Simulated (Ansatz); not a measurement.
# BH2F (SMILES [H]B([H])F) at 6 levels

Aim: a comparison of 6 runs (B2PLYP/STO-3G, B3LYP/STO-3G, wB97X/STO-3G, RPA@PBE/STO-3G, MP2/STO-3G, UCCSD(T)/STO-3G) of BH2F. 

Program for the calculation: Ansatz 0.2.0.

56 further runs of the same task are left out: 2 that didn't finish, 54 set aside as unsound or not needed.

**1. The molecule**

BH2F: 4 atoms, total charge 0, spin state singlet. As SMILES, `[H]B([H])F`. The F4–B1 distance was set to 2.611 Å, away from the relaxed value. At this shape a bond of the SMILES string is far longer than usual.

Bond lengths: B1–H2 1.171 Å, B1–H3 1.171 Å. Angles: H2–B1–H3 125.4°.

**2. A single-point energy at B2PLYP/STO-3G (run 1)**

File input.yaml:

```yaml
crystal:
  periodic: [false, false, false]
  atoms:
    - {symbol: B, position_ang: [0.710094, 1.163758, -0.002030]}
    - {symbol: H, position_ang: [1.878524, 1.080588, 0.013000]}
    - {symbol: H, position_ang: [0.101834, 2.164738, -0.022080]}
    - {symbol: F, position_ang: [-0.650140, -1.065400, 0.003230]}
basis:
  gaussian:
    orbitals: STO-3G
correlation:
  frozen_orbitals: {B: 1, F: 1, H: 0}
hamiltonian:
  xc: {name: B2PLYP}
accuracy: high
```

Run with:

```console
ansatz run input.yaml --threads 1 --pin off --max-ram 2610MiB --events-out events.jsonl --progress --plain --runs-dir runs
```

Standard output:

```text
Warning: RAYON_NUM_THREADS=1 ignored (pool sized by the plan → 1); use --threads N
Functional definition: B2PLYP
  name "B2PLYP"
  parameter a = 0.53
  parameter c = 0.27
  exchange = (1 - a)*b88_x + a*exact_x
  correlation = (1 - c)*lyp_c + c*(mp2_os + mp2_ss)
178 factors; integrals over basis functions are off by at most 2.8e-8 eV
mean field evaluation 1: about -3356.0599 eV, gradient 1.9e1 eV
mean field evaluation 2: about -3356.0434 eV, gradient 1.9e1 eV
mean field evaluation 4: about -3360.2765 eV, gradient 2.0e1 eV
mean field evaluation 8: about -3360.7251 eV, gradient 2.0e1 eV
mean field evaluation 16: about -3364.3301 eV, gradient 7.0e-6 eV
mean field evaluation 32: about -3215.5162 eV, gradient 4.4e1 eV
mean field -3364.33008071 eV, -123.6368500413 hartree, gradient 8.5e-9 eV, S^2 0.000000; 0 other end points of the search recorded, 0 dependent functions left out; unrestricted orbitals would lower it
2 core orbitals not correlated: weight in the atoms' cores, before any rotation towards them, 1.000 or more for the frozen orbitals, at most 0.000 for the correlated occupied ones
reference -3364.33009441 eV, -123.6368505448 hartree; 6, 6 occupied and 4, 4 virtual orbitals, 178 factors
second order -5.81694209 eV of doubles, -0.00000000 eV of singles
Total energy: -3365.90066878 eV, -123.6945680881 hartree
```

Wall time 0.56 s (1 thread of Intel Xeon Platinum 8488C (Sapphire Rapids), shared host).

**3. A single-point energy at B3LYP/STO-3G (run 2)**

File in.yaml:

```yaml
crystal:
  periodic: [false, false, false]
  atoms:
    - {symbol: B, position_ang: [0.710094, 1.163758, -0.002030]}
    - {symbol: H, position_ang: [1.878524, 1.080588, 0.013000]}
    - {symbol: H, position_ang: [0.101834, 2.164738, -0.022080]}
    - {symbol: F, position_ang: [-0.650140, -1.065400, 0.003230]}
basis:
  gaussian:
    orbitals: STO-3G
hamiltonian:
  xc: {name: B3LYP}
accuracy: high
```

Run with:

```console
ansatz run in.yaml --threads 1 --pin off --max-ram 2610MiB --events-out events.jsonl --progress --plain --runs-dir runs
```

Standard output:

```text
Warning: RAYON_NUM_THREADS=1 ignored (pool sized by the plan → 1); use --threads N
Functional definition: B3LYP
  name "B3LYP"
  parameter a0 = 0.2
  parameter ax = 0.72
  parameter ac = 0.81
  exchange = (1 - a0 - ax)*slater_x + ax*b88_x + a0*exact_x
  correlation = (1 - ac)*vwn_rpa_c + ac*lyp_c
178 factors; integrals over basis functions are off by at most 2.8e-8 eV
mean field evaluation 1: about -3361.8149 eV, gradient 2.4e1 eV
mean field evaluation 2: about -3000.3040 eV, gradient 6.1e1 eV
mean field evaluation 4: about -3359.0238 eV, gradient 1.6e1 eV
mean field evaluation 8: about -3370.0718 eV, gradient 4.9e-3 eV
mean field -3370.07175771 eV, -123.8478527793 hartree, gradient 8.5e-8 eV, S^2 0.000000; 0 other end points of the search recorded, 0 dependent functions left out
reference -3370.07177902 eV, -123.8478535623 hartree; 8, 8 occupied and 4, 4 virtual orbitals, 178 factors
Total energy: -3370.07177902 eV, -123.8478535623 hartree
```

Run time: 0.36 s. Hardware: 1 thread of Intel Xeon Platinum 8488C (Sapphire Rapids), shared host.

**4. The energy at wB97X/STO-3G (run 3)**

File job.yaml:

```yaml
crystal:
  periodic: [false, false, false]
  atoms:
    - {symbol: B, position_ang: [0.710094, 1.163758, -0.002030]}
    - {symbol: H, position_ang: [1.878524, 1.080588, 0.013000]}
    - {symbol: H, position_ang: [0.101834, 2.164738, -0.022080]}
    - {symbol: F, position_ang: [-0.650140, -1.065400, 0.003230]}
basis:
  gaussian:
    orbitals: STO-3G
hamiltonian:
  xc: {name: wB97X}
accuracy: high
```

Run with:

```console
ansatz run job.yaml --threads 1 --pin off --max-ram 2610MiB --events-out events.jsonl --progress --plain --runs-dir runs
```

Standard output (excerpt; [...] marks lines left out):

```text
Warning: RAYON_NUM_THREADS=1 ignored (pool sized by the plan → 1); use --threads N
Functional definition: wB97X
  name "wB97X"
[...]
      + exact_x_lr(omega)
[...]
      + integral(e_c_pw_opposite_spin*poly(b97_u_opposite, 1, cos1, cos2, cos3, cos4))
178 factors; integrals over basis functions are off by at most 2.8e-8 eV
110 factors; integrals over basis functions are off by at most 1.7e-9 eV
[...]
mean field -3369.11803224 eV, -123.8128040146 hartree, gradient 3.9e-8 eV, S^2 0.000000; 0 other end points of the search recorded, 0 dependent functions left out
reference -3369.11803099 eV, -123.8128039686 hartree; 8, 8 occupied and 4, 4 virtual orbitals, 178 factors
Total energy: -3369.11803099 eV, -123.8128039686 hartree
```

Wall time 1.5 s (1 thread of Intel Xeon Platinum 8488C (Sapphire Rapids), shared host); peak memory 0.19 GiB.

Runs 4 to 5 aren't shown in full; the table further down has their settings and results.

**5. A single-point energy at UCCSD(T)/STO-3G (run 6)**

job.yaml, as its differences from that of step 4:

```diff
@@ -10,4 +10,10 @@
     orbitals: STO-3G
-hamiltonian:
-  xc: {name: wB97X}
+magnetization:
+  spin_polarized: true
+  initial_magnetization: 0
+correlation:
+  method: ccsd_t
+  frozen_orbitals: {B: 1, F: 1, H: 0}
 accuracy: high
+scf:
+  omitted_lower_state_checks: [cluster_reference, increment]
```

Run with:

```console
ansatz run job.yaml --threads 1 --pin off --max-ram 2610MiB --events-out events.jsonl --progress --plain --runs-dir runs
```

Standard output:

```text
Warning: RAYON_NUM_THREADS=1 ignored (pool sized by the plan → 1); use --threads N
[... 15 lines left out ...]
2 core orbitals not correlated: weight in the atoms' cores, before any rotation towards them, 1.000 or more for the frozen orbitals, at most 0.000 for the correlated occupied ones
[... 93 lines left out ...]
WARN: these amplitudes may be one of several solutions (largest doubles amplitude 0.59, level shift 0.00 eV)
Total energy: -3359.07849037 eV, -123.4438576558 hartree
Checks for a lower state left out: cluster_reference, increment
```

Run time: 0.3 s. Hardware: 1 thread of Intel Xeon Platinum 8488C (Sapphire Rapids), shared host.

**6. Overview of the runs**

| run | level | frozen core orbitals | energy (Eh) | wall time |
| --- | --- | --- | --- | --- |
| 1 | B2PLYP/STO-3G | 2 | -123.694568 | 0.56 s |
| 2 | B3LYP/STO-3G | – | -123.847854 | 0.36 s |
| 3 | wB97X/STO-3G | – | -123.812804 | 1.5 s |
| 4 | RPA@PBE/STO-3G | 2 | -123.474835 | 0.64 s |
| 5 | MP2/STO-3G | 2 | -123.359932 | 0.08 s |
| 6 | UCCSD(T)/STO-3G | 2 | -123.443858 | 0.3 s |

**7. Results**

```
                                          quantity          value
                               run 6: total energy  -123.44386 Eh
run 6: correlation energy (2 core orbitals frozen)      -43.8 mEh
                             run 6: (T) correction      -1.16 mEh
          run 6: ⟨S²⟩ of the reference determinant          0.967
                              run 6: T1 diagnostic          0.037
```

**Reading.** Totals of different functionals can't be ranked against each other. In runs 1, 4, 5 the log says that unrestricted orbitals would lower the reference, so the values rest on an unstable closed-shell determinant (other closed-shell runs at this shape may share the fault). In runs 1, 2, 3, 4, 5, 6 the basis is minimal, so the values are rough. Spin contamination of the reference: run 6 ⟨S²⟩ = 0.97. Where it is this large, the reference is a mixture of spin states, and values that rest on it are in doubt. All runs together took 3.5 s, the longest 1.5 s.
